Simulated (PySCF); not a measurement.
Gas-phase reaction: 3 SiHCl + H₂ = H₃SiSiCl₃ + SiH₂

Method: PySCF energies plus ideal-gas RRHO corrections (1 bar). † marks an energy on the PBE0/def2-TZVP geometry and frequencies; other levels use their own. 6-31G* has spherical d functions here. All species are closed-shell singlets. B3LYP is the form with VWN-RPA correlation. SiHCl, H₃SiSiCl₃: computed as isolated molecules; such fragments, hydroxides, amides, oligomers or adducts are transient or little studied in the gas. The harmonic model lacks anharmonicity and excited electronic states, which grow with temperature; levels with a mode under 35 cm⁻¹ are left out. Internal rotation in H₃SiSiCl₃ is treated as a harmonic vibration of one conformer, which makes the entropy rough.

```
level            ΔE electronic, kJ  ΔH°(298 K), kJ  ΔS°(298 K), J/K  ΔG°(2500 K), kJ
---------------  -----------------  --------------  ---------------  ---------------
B3LYP/6-31G*                  -336            -317             -303              394
PBE/def2-SVP                  -371            -353             -300              348
PBE/def2-TZVP†                -357            -339             -300              363
PBE0/def2-QZVP†               -386            -368             -300              335
PBE0/def2-TZVP                -388            -370             -300              333
```
ΔH° is lowest at PBE0/def2-TZVP and highest at B3LYP/6-31G*. No reference value is set beside these.
